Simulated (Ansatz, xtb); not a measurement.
# BH2ClO (SMILES OBCl): methods side by side

BH2ClO: 5 atoms, total charge 0, spin state singlet. SMILES: `OBCl`. The coordinates come from a PBE0-D4/def2-TZVP relaxation. This is one conformer, not always the lowest.

Quantity: the vertical energy of the triplet above the singlet, in eV. The values are calculated.

```tsv
level	kind	program	value (eV)	CPU time (all runs)
GFN2-xTB	semi-empirical	xtb	6.39	under 2 s
GFN0-xTB	semi-empirical	xtb	6.07	under 2 s
GFN1-xTB	semi-empirical	xtb	6.79	under 2 s
HF/STO-3G	Hartree–Fock	Ansatz	6.93	0.32 s
SVWN5/STO-3G	LDA	Ansatz	7.36	3.3 s
BLYP/STO-3G	GGA	Ansatz	?	5.9 s
PBE/STO-3G	GGA	Ansatz	7.23	6.1 s
revPBE/STO-3G	GGA	Ansatz	?	6 s
r2SCAN/STO-3G	meta-GGA	Ansatz	7.28	15 s
B3LYP/STO-3G	global hybrid	Ansatz	7.43	5.8 s
```

(1) Estimate what the levels marked ? give.

## Answers

(1) As computed at these levels: BLYP/STO-3G: 7.19 eV; revPBE/STO-3G: 7.22 eV. The values span 6.07 to 7.43 eV. The xTB rows lack spin polarisation, so open shells miss the exchange term that lowers them. A triplet this far above the singlet is often a Rydberg-like or dissociative state; sets without diffuse functions put Rydberg states too high. All rows use very small basis sets, so even the best lies far from the true value. Times are those of the runs behind each value, whatever else they computed, on shared processors of several kinds: orders of magnitude only.
